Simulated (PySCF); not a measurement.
# CH4Si (SMILES C[SiH]), run twice

Wanted: a single-point energy of CH4Si, RI-MP2/cc-pV(D+d)Z.

Program for the calculation: PySCF 2.14.0.

8 further runs of the same task are left out: 1 that didn't finish, 7 set aside as unsound or not needed.

**1. The structure to begin with**

The species is CH4Si (6 atoms), meant as a singlet with charge 0. As SMILES, `C[SiH]`. Geometry: relaxed at PBE0-D4/def2-TZVP.

Bond lengths: C1–Si2 1.892 Å, C1–H3 1.098 Å, C1–H4 1.091 Å, C1–H5 1.098 Å, Si2–H6 1.531 Å. Angles: C1–Si2–H6 94.2°, Si2–C1–H3 109.7°, Si2–C1–H4 113.8°, Si2–C1–H5 109.5°, H3–C1–H4 109.0°, H3–C1–H5 105.5°, H4–C1–H5 109.0°.

**2. Try one**

The input, geometry.xyz:

```xyz
6
CH4Si
C     -0.093500    -0.366000    -0.370300
Si     0.917300     0.209800     1.122300
H     -1.156900    -0.410100    -0.102200
H      0.215000    -1.335600    -0.763000
H     -0.024000     0.382000    -1.170800
H      0.142200     1.520000     1.284000
```

The input, job.py:

```python
# C[SiH]
from pyscf import gto, mp

mol = gto.Mole()
mol.atom = 'geometry.xyz'
mol.max_memory = 1860
mol.spin = 1
mol.verbose = 4
mol.basis = 'cc-pv(d+d)z'
mol.build()

calc0 = mol.RHF()
calc0 = calc0.density_fit(auxbasis='def2-universal-jkfit')
calc0.kernel()

pt = mp.MP2(calc0, frozen=6).density_fit().run()
etot = pt.e_tot
print('E(%s) = %.9f' % ('RI-MP2', etot))
```

Command:

```console
$ OMP_NUM_THREADS=1 python job.py
```

What it wrote:

```text
RuntimeError: Electron number 24 and spin 1 are not consistent
Note mol.spin = 2S = Nalpha - Nbeta, not 2S+1
```

It took 0.54 s on 1 thread of Arm Neoverse V2, shared host; peak memory 0.1 GiB.

**3. What went wrong**

The program refused the input.

The log says `RuntimeError: Electron number 24 and spin 1 are not consistent`. Cause: the electron count doesn't fit the spin or reference typed: an even count needs an odd multiplicity, an odd count an even one. To mend it: multiplicity 1 in place of 2.

**4. The mended input**

geometry.xyz is that of step 2.

The input, calc.py:

```python
from pyscf import gto, mp

mol = gto.M(
    atom='geometry.xyz',
    verbose=4,
    max_memory=1860,
    charge=0,
    basis='cc-pv(d+d)z',
    spin=0,
)

mf = mol.RHF()
mf.kernel()

pt = mp.MP2(mf, frozen=6).density_fit().run()
e_tot = pt.e_tot
print('E(%s) = %.9f' % ('RI-MP2', e_tot))
```

Command:

```console
$ OMP_NUM_THREADS=1 python calc.py
```

What it wrote:

```text
PySCF version 2.14.0

[INPUT] num. atoms = 6
[INPUT] num. electrons = 24
[INPUT] charge = 0
[INPUT] spin (= nelec alpha-beta = 2S) = 0
[INPUT] symmetry False subgroup None
[INPUT] Mole.unit = angstrom
[INPUT] Symbol           X                Y                Z      unit          X                Y                Z       unit  Magmom
[INPUT]  1 C     -0.093500000000  -0.366000000000  -0.370300000000 AA   -0.176689392647  -0.691639761591  -0.699765583926 Bohr   0.0
[INPUT]  2 Si     0.917300000000   0.209800000000   1.122300000000 AA    1.733445774064   0.396464540934   2.120839629599 Bohr   0.0
[INPUT]  3 H     -1.156900000000  -0.410100000000  -0.102200000000 AA   -2.186224153509  -0.774976683684  -0.193130009931 Bohr   0.0
[INPUT]  4 H      0.215000000000  -1.335600000000  -0.763000000000 AA    0.406291116781  -2.523918211969  -1.441861033043 Bohr   0.0
[INPUT]  5 H     -0.024000000000   0.382000000000  -1.170800000000 AA   -0.045353426990   0.721875379584  -2.212491346641 Bohr   0.0
[INPUT]  6 H      0.142200000000   1.520000000000   1.284000000000 AA    0.268719054913   2.872383709339   2.426408343942 Bohr   0.0

nuclear repulsion = 48.6036936811429
number of shells = 14
number of NR pGTOs = 100
number of NR cGTOs = 57
basis = cc-pv(d+d)z
ecp = {}

******** <class 'pyscf.scf.hf.RHF'> ********
method = RHF
initial guess = minao
damping factor = 0
level_shift factor = 0
DIIS = <class 'pyscf.scf.diis.CDIIS'>
diis_start_cycle = 1
diis_space = 8
diis_damp = 0
SCF conv_tol = 1e-09
SCF conv_tol_grad = None
SCF max_cycles = 50
direct_scf = True
direct_scf_tol = 1e-13
Set gradient conv threshold to 3.16228e-05
Initial guess from minao.
init E= -328.925998956979
  HOMO = -0.192097121270976  LUMO = -0.0518037491249133  gap/eV = 3.81758
cycle= 1 E= -329.051202947993  delta_E= -0.125  |g|= 0.198  |ddm|= 3.59
  HOMO = -0.324818714947985  LUMO = 0.0176861126907411  gap/eV = 9.32003
cycle= 2 E= -329.068495657692  delta_E= -0.0173  |g|= 0.0502  |ddm|= 0.635
  HOMO = -0.314309619673992  LUMO = 0.033203959414255  gap/eV = 9.45633
cycle= 3 E= -329.070067249419  delta_E= -0.00157  |g|= 0.0112  |ddm|= 0.189
  HOMO = -0.316725848597728  LUMO = 0.0308893978557494  gap/eV = 9.45909
cycle= 4 E= -329.070142115664  delta_E= -7.49e-05  |g|= 0.00331  |ddm|= 0.0432
  HOMO = -0.31709876433078  LUMO = 0.030527185975012  gap/eV = 9.45938
cycle= 5 E= -329.070148577369  delta_E= -6.46e-06  |g|= 0.000922  |ddm|= 0.0137
  HOMO = -0.316907078214546  LUMO = 0.0306914968501344  gap/eV = 9.45864
cycle= 6 E= -329.07014922761  delta_E= -6.5e-07  |g|= 0.00023  |ddm|= 0.00439
  HOMO = -0.316915787801919  LUMO = 0.0306775985105179  gap/eV = 9.45850
cycle= 7 E= -329.070149271818  delta_E= -4.42e-08  |g|= 4.81e-05  |ddm|= 0.00124
  HOMO = -0.316908564647834  LUMO = 0.0306818019652515  gap/eV = 9.45842
cycle= 8 E= -329.070149273995  delta_E= -2.18e-09  |g|= 1.22e-05  |ddm|= 0.000223
  HOMO = -0.316907376586648  LUMO = 0.0306820912828116  gap/eV = 9.45839
cycle= 9 E= -329.070149274142  delta_E= -1.47e-10  |g|= 2.3e-06  |ddm|= 6.18e-05
  HOMO = -0.316907306967124  LUMO = 0.030682150560287  gap/eV = 9.45839
Extra cycle  E= -329.070149274145  delta_E= -2.79e-12  |g|= 1.02e-06  |ddm|= 7.46e-06
converged SCF energy = -329.070149274145

******** <class 'pyscf.mp.dfmp2.DFRMP2'> ********
nocc = 6, nmo = 51
frozen orbitals 6
ETB for C: l = 0, exps = 0.3192 * 2^n , n = 0..12
ETB for C: l = 1, exps = 0.3111997429304851 * 2^n , n = 0..9
ETB for C: l = 2, exps = 0.3034 * 2^n , n = 0..7
ETB for C: l = 3, exps = 0.5777023455032877 * 2^n , n = 0..3
ETB for C: l = 4, exps = 1.1 * 2^n , n = 0..0
ETB for Si: l = 0, exps = 0.18486 * 2^n , n = 0..16
ETB for Si: l = 1, exps = 0.18004735377116765 * 2^n , n = 0..14
ETB for Si: l = 2, exps = 0.17536 * 2^n , n = 0..11
ETB for Si: l = 3, exps = 0.3105607831005068 * 2^n , n = 0..7
ETB for Si: l = 4, exps = 0.55 * 2^n , n = 0..2
ETB for H: l = 0, exps = 0.244 * 2^n , n = 0..6
ETB for H: l = 1, exps = 0.5956307581043813 * 2^n , n = 0..3
ETB for H: l = 2, exps = 1.454 * 2^n , n = 0..0

WARN: Even tempered Gaussians are generated as DF auxbasis for  C Si H

mem_avail = 1709.54  mem_blk = 0.03  auxlen = 421

E(DFRMP2) = -329.302810821981  E_corr = -0.232661547835781
E(SCS-DFRMP2) = -329.311016484299  E_corr = -0.240867210153712
E_corr(same-spin) = -0.0442230545183368
E_corr(oppo-spin) = -0.188438493317444
E(RI-MP2) = -329.302810822
```

Run time: 0.97 s. Hardware: 1 thread of Arm Neoverse V2, shared host; peak memory 0.15 GiB.

**5. What came out**

At RI-MP2/cc-pV(D+d)Z:

| quantity | value |
| --- | --- |
| total energy | -329.30281 Eh |
| dipole moment (Hartree–Fock density) | 1.09 D |
| HOMO energy (Hartree–Fock orbitals) | -8.62 eV |
| LUMO energy (Hartree–Fock orbitals) | 0.83 eV |
| HOMO–LUMO gap (Hartree–Fock orbitals) | 9.46 eV |
| correlation energy (6 core orbitals frozen) | -232.7 mEh |
